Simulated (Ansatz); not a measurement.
C6H12 can be A, `C=CCCCC`, or B, `CC1CCCC1`.

Calculated with Ansatz (gas phase, PBE0-D4/def2-TZVP geometries, no zero-point term in ΔE). CCSD(T)/CBS adds triple-zeta CCSD(T) − MP2 to the extrapolated MP2 energy (def2 sets, frozen cores). DFT in def2-TZVPP. B3LYP here is the variant with VWN-RPA as its local correlation; programs differ in this. One conformer a species, not always the lowest.

Question: Which isomer does CCSD(T)/CBS put lower? Give the gap. (Best estimate.)

Answer: Computed: B, by 16.6 kcal/mol.

Question: Give E(B) − E(A) in kcal/mol with PBE0-D4, ωB97M-V, CCSD/def2-TZVPP, B3LYP, r2SCAN-D4, MP2/def2-TZVPP, CCSD(T)/def2-TZVPP. (Estimate.)

Answer: The calculation gave: PBE0-D4 -19.8, ωB97M-V -17.5, CCSD/def2-TZVPP -17.1, B3LYP -12.9, r2SCAN-D4 -17.2, MP2/def2-TZVPP -19.2, CCSD(T)/def2-TZVPP -16.9. None reverses the order clearly.

Largest T1 diagnostic: 0.009.

From PBE to PBE0 (25 % exact exchange), in def2-TZVPP and without D4, E(B) − E(A) moves by −2.8 kcal/mol. In def2-TZVPP, CCSD(T) changes the Hartree–Fock value by −3.7 kcal/mol (the triples alone add +0.2 kcal/mol) and MP2 by −5.9 kcal/mol.
